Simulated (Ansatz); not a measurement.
Basis-set extrapolation for `CC(F)(F)Cl` (PBE0-D4/def2-TZVP geometry, frozen core, Ansatz). Multiplicity 1, RHF reference.

|  | def2-TZVPP | def2-QZVPP |
| --- | --- | --- |
| HF | -735.997231 | -736.022066 |
| MP2 correlation | -1.023888 | -1.114272 |
| CCSD(T) correlation | -1.093081 | not run |

Energies in hartree. Use E(X) = E(∞) + A·exp(−7.88·√X) for Hartree–Fock and E(X) = E(∞) + B·X^(−2.97) for correlation, with X = 3 and 4, and add CCSD(T) minus MP2 of the smaller set to the MP2 limit.

Question: What is the CCSD(T) energy at the basis-set limit?

Answer: HF limit: -736.022066 + (-0.024835) × 0.13774 = -736.02549. MP2 limit: -1.114272 + (-0.090384) × 0.74074 = -1.18122. Higher-order term: -1.093081 − (-1.023888) = -0.06919. Total: -737.27590 hartree, 487.3 kJ/mol below CCSD(T)/def2-TZVPP.
